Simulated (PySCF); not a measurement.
**How the method moves the HOMO and LUMO of allene**

Allene, C3H4.
Cartesian coordinates in Å at the PBE0-D3(BJ)/def2-SVP level; atoms count from 1:
```xyz
7
C3H4 angstrom
C      1.304    0.162   -0.122
C      0.013   -0.015   -0.010
C     -1.278   -0.192    0.103
H      1.898   -0.425   -0.831
H      1.829    0.903    0.489
H     -1.983    0.381   -0.509
H     -1.692   -0.916    0.812
```

Basis pcSseg-2 throughout (PySCF), one geometry. Geometry: PBE0-D3(BJ)/def2-SVP; no solvent, vibrations or thermal averaging.

Question: How do the orbital energies and the gap change with the method?

Answer: 
```json
{"method": "BLYP", "kind": "GGA", "HOMO (eV)": "-6.41", "LUMO (eV)": "-0.72", "gap (eV)": "5.69", "SCF cycles": "12"}
{"method": "B97-D", "kind": "GGA", "HOMO (eV)": "-6.50", "LUMO (eV)": "-0.74", "gap (eV)": "5.76", "SCF cycles": "12"}
{"method": "OPBE", "kind": "GGA", "HOMO (eV)": "-6.54", "LUMO (eV)": "-0.75", "gap (eV)": "5.79", "SCF cycles": "12"}
{"method": "KT2", "kind": "GGA", "HOMO (eV)": "-6.55", "LUMO (eV)": "-0.78", "gap (eV)": "5.78", "SCF cycles": "12"}
{"method": "PBE", "kind": "GGA", "HOMO (eV)": "-6.56", "LUMO (eV)": "-0.83", "gap (eV)": "5.73", "SCF cycles": "12"}
{"method": "KT3", "kind": "GGA", "HOMO (eV)": "-6.57", "LUMO (eV)": "-0.80", "gap (eV)": "5.77", "SCF cycles": "12"}
{"method": "BP86", "kind": "GGA", "HOMO (eV)": "-6.65", "LUMO (eV)": "-0.90", "gap (eV)": "5.75", "SCF cycles": "12"}
{"method": "LDA", "kind": "LDA", "HOMO (eV)": "-6.71", "LUMO (eV)": "-1.01", "gap (eV)": "5.70", "SCF cycles": "12"}
{"method": "B3LYP", "kind": "global hybrid", "HOMO (eV)": "-7.50", "LUMO (eV)": "-0.08", "gap (eV)": "7.43", "SCF cycles": "12"}
{"method": "PBE0", "kind": "global hybrid", "HOMO (eV)": "-7.73", "LUMO (eV)": "0.17", "gap (eV)": "7.90", "SCF cycles": "12"}
{"method": "mPW1PW91", "kind": "global hybrid", "HOMO (eV)": "-7.75", "LUMO (eV)": "0.16", "gap (eV)": "7.91", "SCF cycles": "12"}
{"method": "HF", "kind": "Hartree–Fock", "HOMO (eV)": "-10.30", "LUMO (eV)": "2.82", "gap (eV)": "13.11", "SCF cycles": "10"}
```

The HOMO spans 3.89 eV, from BLYP down to HF, and the gap runs from 5.69 eV (BLYP) to 13.11 eV (HF). Over the methods BLYP (0 %), B97-D (0 %), OPBE (0 %), KT2 (0 %), PBE (0 %), KT3 (0 %), BP86 (0 %), LDA (0 %), B3LYP (20 %), PBE0 (25 %), mPW1PW91 (25 %), HF (100 %), a straight line through the gap against the share of exact exchange rises by 0.75 eV for each 10 % (correlation coefficient 0.998). The dipole is below 0.03 D at every level.

The vertical ΔSCF ionisation energy at wB97X-D/def2-SVPD is 10.08 eV; −ε(HOMO) comes closest to it with HF (10.30 eV).
